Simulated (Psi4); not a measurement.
# A workflow on CH4FSi (SMILES C[SiH]F)

Aim: a geometry optimisation (U-wB97X-D/def2-SVP), then the harmonic vibrations of CH4FSi. 

The results are computed with Psi4 1.11.

## (1) Starting point

CH4FSi has 7 atoms, charge 0, and is taken as a doublet. SMILES: `C[SiH]F`. The shape is that of a PBE0-D4/def2-TZVP (4 decimals) optimisation. The run starts from this shape.

Bond lengths: C1–Si2 1.864 Å, Si2–F3 1.609 Å, C1–H4 1.091 Å, C1–H5 1.093 Å, C1–H6 1.094 Å, Si2–H7 1.494 Å. Angles: C1–Si2–F3 108.7°, C1–Si2–H7 111.7°, F3–Si2–H7 106.7°, Si2–C1–H4 111.5°, Si2–C1–H5 109.9°, Si2–C1–H6 110.0°, H4–C1–H5 108.4°, H4–C1–H6 108.5°, H5–C1–H6 108.5°.

## (2) A structure relaxation at U-wB97X-D/def2-SVP (density fitting) (run 1)

File ch4fsi.sdf:

```

     RDKit          3D

  7  6  0  0  0  0  0  0  0  0999 V2000
   -0.6535    0.3895   -0.2980 C   0  0  0  0  0  0  0  0  0  0  0  0
    0.9174   -0.5941   -0.1041 Si  0  0  0  0  0  3  0  0  0  0  0  0
    0.6407   -1.8128    0.9096 F   0  0  0  0  0  0  0  0  0  0  0  0
   -1.4449   -0.2078   -0.7541 H   0  0  0  0  0  0  0  0  0  0  0  0
   -0.4702    1.2609   -0.9317 H   0  0  0  0  0  0  0  0  0  0  0  0
   -1.0007    0.7383    0.6796 H   0  0  0  0  0  0  0  0  0  0  0  0
    2.0113    0.2260    0.4987 H   0  0  0  0  0  0  0  0  0  0  0  0
  2  1  1  0
  3  2  1  0
  4  1  1  0
  5  1  1  0
  6  1  1  0
  7  2  1  0
M  RAD  1   2   2
M  END
$$$$
```

File ch4fsi.py:

```python
import psi4
from rdkit import Chem

psi4.set_memory(1600000000)
psi4.set_num_threads(1)
psi4.core.set_output_file('ch4fsi.out', False)

rd = Chem.SDMolSupplier('ch4fsi.sdf', removeHs=False, sanitize=False)[0]
xyz = rd.GetConformer().GetPositions()
atoms = '\n'.join(f'{a.GetSymbol()} {x:.4f} {y:.4f} {z:.4f}' for a, (x, y, z) in zip(rd.GetAtoms(), xyz))
geom = psi4.geometry('0 2\n' + atoms + '')

psi4.set_options({
    'reference': 'uks',
    'geom_maxiter': 60,
})

energy_value = psi4.optimize("wb97x-d/def2-SVP", molecule=geom)
print(f'total energy {energy_value:.8f} hartree = {energy_value * 27.211386:.5f} eV')
geom.save_xyz_file('final.xyz', False)
for k, v in sorted(psi4.core.scalar_variables().items()):
    print(f'{k:45s} {v:18.10f}')
```

Command:

```
$ python ch4fsi.py
```

ch4fsi.out:

```text
[...]
  Running in c1 symmetry.
[...]
  Nuclear repulsion =  106.882451970993884
[...]
  Multiplicity = 2
[...]
  Nalpha       = 17
  Nbeta        = 16
[...]
    Number of basis functions: 66
[...]
   @DF-UKS iter   1:  -429.46747334985059   -5.09060e-01   8.36383e-03 ADIIS/DIIS
[...]
   @DF-UKS iter   8:  -429.61061147785512   -5.79803e-12   7.00997e-09 DIIS
[...]
   @S^2 Observed:                7.511657282E-01
[...]
  @DF-UKS Final Energy:  -429.61061147785512
   => Energetics <=
    Nuclear Repulsion Energy =            105.7938312674449435
    One-Electron Energy =                -804.3743636269070976
    Two-Electron Energy =                 296.2063823787380556
    DFT Exchange-Correlation Energy =     -27.2349948539105284
    Empirical Dispersion Energy =          -0.0014666432205294
    VV10 Nonlocal Energy =                  0.0000000000000000
    Total Energy =                       -429.6106114778551159
[...]
 Multipole Moments:
 ------------------------------------------------------------------------------------
     Multipole            Electronic (a.u.)      Nuclear  (a.u.)        Total (a.u.)
 ------------------------------------------------------------------------------------
 L = 1.  Multiply by 2.5417464519 to convert [e a0] to [Debye]
 Dipole X            :          2.5493520           -2.7553675           -0.2060155
 Dipole Y            :         -5.0594837            5.6436966            0.5842129
 Dipole Z            :          1.4212307           -1.8017356           -0.3805049
 Magnitude           :                                                    0.7270014
[...]
  -Total Gradient:
     Atom            X                  Y                   Z
    ------   -----------------  -----------------  -----------------
       1        0.000015861202     0.000047618988     0.000099866113
       2        0.000034325764     0.000033349998    -0.000096490331
       3        0.000114717332    -0.000036182273    -0.000148656498
       4        0.000014537982    -0.000045880659    -0.000013565764
       5       -0.000049443696     0.000024925152     0.000040316724
       6       -0.000036645762    -0.000040554657     0.000007138766
       7        0.000018681083     0.000043659182    -0.000043176871
[...]
    Final optimized geometry and variables:
    Molecular point group: c1
    Full point group: C1
    Geometry (in Angstrom), charge = 0, multiplicity = 2:
    C           -1.117631114559     1.103326837304    -0.464740649569
    SI           0.462326459943     0.114996583117    -0.271477584045
    F            0.172396232962    -1.125379794767     0.754655599119
    H           -1.920013758915     0.501080922993    -0.915631976120
    H           -0.941455512526     1.981716833101    -1.104748949358
    H           -1.461748448209     1.453939163586     0.522567204222
    H            1.546790186877     0.948283683575     0.341605982444
[...]
```

Standard output:

```text
Some dependencies such as QCElemental have not yet finished migration to pydantic v2. If issues are encountered please downgrade pydantic or upgrade QCElemental as appropriate
	Previous geometry is closer to target in internal coordinates, so using that one.

	Best geometry has RMS(Delta(q)) = 1.39e-06

	Previous geometry is closer to target in internal coordinates, so using that one.

	Best geometry has RMS(Delta(q)) = 2.05e-07

	Energy has increased in a minimization.
	Energy ratio indicates iffy step.
	Intrafrag trust radius decreased to   0.25.
	Previous geometry is closer to target in internal coordinates, so using that one.

	Best geometry has RMS(Delta(q)) = 1.58e-07

Optimizer: Optimization complete!
total energy -429.61061148 hartree = -11690.30018 eV
CURRENT ENERGY                                   -429.6106114779
CURRENT REFERENCE ENERGY                         -429.6106114779
DD SOLVATION ENERGY                                 0.0000000000
DFT FUNCTIONAL TOTAL ENERGY                      -429.6091448346
DFT TOTAL ENERGY                                 -429.6106114779
DFT VV10 ENERGY                                     0.0000000000
DFT XC ENERGY                                     -27.2349948539
DISPERSION CORRECTION ENERGY                       -0.0014666432
GRID ELECTRONS ALPHA                               17.0000241734
GRID ELECTRONS BETA                                16.0000213234
GRID ELECTRONS TOTAL                               33.0000454969
NUCLEAR REPULSION ENERGY                          105.7938312674
ONE-ELECTRON ENERGY                              -804.3743636269
OPTIMIZATION ITERATIONS                             4.0000000000
PCM POLARIZATION ENERGY                             0.0000000000
PE ENERGY                                           0.0000000000
SCF ITERATION ENERGY                             -429.6106114779
SCF ITERATIONS                                      8.0000000000
SCF TOTAL ENERGY                                 -429.6106114779
TWO-ELECTRON ENERGY                               296.2063823787
WB97X-D DISPERSION CORRECTION ENERGY               -0.0014666432
XC GRID RADIAL POINTS                              75.0000000000
XC GRID SPHERICAL POINTS                          302.0000000000
XC GRID TOTAL POINTS                           151893.0000000000
```

It took 48 s on 1 thread of AMD EPYC 7R43 (Zen 3), shared host; peak memory 0.55 GiB.

Steps, from the record of the run:

| step | energy from the first frame kept (eV) | largest force (eV/Å) |
| --- | --- | --- |
| 0 | 0.0000 | 0.8995 |
| 1 | -0.0160 | 0.2485 |
| 2 | -0.0170 | 0.0308 |
| 3 | -0.0170 | 0.0098 |

After the run. Bond lengths: C1–Si2 1.874 Å, Si2–F3 1.636 Å, C1–H4 1.100 Å, C1–H5 1.101 Å, C1–H6 1.103 Å, Si2–H7 1.499 Å. Angles: C1–Si2–F3 108.4°, C1–Si2–H7 111.0°, F3–Si2–H7 107.1°, Si2–C1–H4 111.6°, Si2–C1–H5 110.2°, Si2–C1–H6 109.8°, H4–C1–H5 108.4°, H4–C1–H6 108.3°, H5–C1–H6 108.5°.

## (3) Vibrational wavenumbers at U-wB97X-D/def2-SVP (density fitting) (run 2)

File calc.in:

```
memory 1.6 GB

molecule geom {
  0 2
  C     -0.656017     0.399366    -0.301566
  Si     0.923940    -0.588964    -0.108303
  F      0.634010    -1.829341     0.917830
  H     -1.458400    -0.202880    -0.752457
  H     -0.479842     1.277756    -0.941574
  H     -1.000135     0.749978     0.685742
  H      2.008404     0.244323     0.504781
  units angstrom
}

set {
  basis                      def2-SVP
  reference                  uks
  t                          298.15
  rotational_symmetry_number 1
}

energy_value = frequencies("wb97x-d")
```

Command:

```
$ psi4 calc.in calc.out -n 1
```

calc.out, cut to the lines that bear on the results:

```text
[...]
  Running in c1 symmetry.
[...]
  Nuclear repulsion =  105.793830592241605
[...]
  Multiplicity = 2
[...]
  Nalpha       = 17
  Nbeta        = 16
[...]
    Number of basis functions: 66
[...]
   @DF-UKS iter   1:  -429.46918588142387   -5.55279e-01   8.32023e-03 ADIIS/DIIS
[...]
   @DF-UKS iter  12:  -429.61060915902351   -8.69704e-12   7.78048e-09 DIIS
[...]
   @S^2 Observed:                7.511655689E-01
[...]
  @DF-UKS Final Energy:  -429.61060915902351
   => Energetics <=
    Nuclear Repulsion Energy =            105.7908629029852108
    One-Electron Energy =                -804.3691390054283374
    Two-Electron Energy =                 296.2038137781974001
    DFT Exchange-Correlation Energy =     -27.2346792781765181
    Empirical Dispersion Energy =          -0.0014675566012105
    VV10 Nonlocal Energy =                  0.0000000000000000
    Total Energy =                       -429.6106091590235110
[...]
  -Total Gradient:
     Atom            X                  Y                   Z
    ------   -----------------  -----------------  -----------------
       1        0.000274727838    -0.000220083924    -0.000835879343
       2        0.000230473207     0.000190226793     0.000117925833
       3        0.000088490731    -0.000068716747    -0.000181218563
       4        0.000033281402    -0.000053522439    -0.000050564334
       5       -0.000034991686    -0.000002799504    -0.000006357060
       6       -0.000323942474     0.000256647447     0.000996383075
       7       -0.000148413759    -0.000069652429    -0.000195051780
[...]
  ==> Harmonic Vibrational Analysis <==
[...]
  Freq [cm^-1]                 158.2878            236.2427            561.8417
[...]
  IR activ [km/mol]             0.6899              6.0619              9.8116
[...]
  Freq [cm^-1]                 675.6581            757.8279            794.2420
[...]
  IR activ [km/mol]             5.8849             59.6799             35.4874
[...]
  Freq [cm^-1]                 879.2169            912.7209           1268.0910
[...]
  IR activ [km/mol]            74.4322             148.9385            19.9570
[...]
  Freq [cm^-1]                1424.0842           1440.2390           2187.4036
[...]
  IR activ [km/mol]             7.4121              7.3808             153.8037
[...]
  Freq [cm^-1]                3044.6758           3150.4460           3167.9869
[...]
  IR activ [km/mol]             1.1438              1.1531              1.0116
[...]
```

On the terminal:

```text
Warning: used thermodynamics relations inappropriate for low-frequency modes: ['158.2878' '236.2427' '561.8417']
```

Wall time 7 min (1 thread of AMD EPYC 7R43 (Zen 3), shared host); peak memory 0.5 GiB.

## (4) Outcome

| quantity | value |
| --- | --- |
| run 1, U-wB97X-D/def2-SVP: total energy at the end | -429.61061 Eh |
| run 1, U-wB97X-D/def2-SVP: dipole moment | 1.85 D |
| run 1, U-wB97X-D/def2-SVP: HOMO energy (highest over α and β) | -7.83 eV |
| run 1, U-wB97X-D/def2-SVP: LUMO energy (lowest over α and β) | -0.95 eV |
| run 1, U-wB97X-D/def2-SVP: dispersion energy | -3.85 kJ/mol |
| run 1, U-wB97X-D/def2-SVP: ⟨S²⟩ | 0.751 |
| run 2, U-wB97X-D/def2-SVP: lowest harmonic wavenumber | 158 cm⁻¹ |
| run 2, U-wB97X-D/def2-SVP: highest harmonic wavenumber | 3168 cm⁻¹ |
| run 2, U-wB97X-D/def2-SVP: zero-point energy | 123.6 kJ/mol |
| run 2, U-wB97X-D/def2-SVP: ideal-gas entropy at 298.15 K (symmetry number 1 as used) | 69.3 cal/(mol K) |

In words: The optimisation (run 1, U-wB97X-D/def2-SVP) took 4 steps and changed the energy by -0.017 eV. All 15 modes (run 2, U-wB97X-D/def2-SVP) are real, so the shape is a minimum at this level.
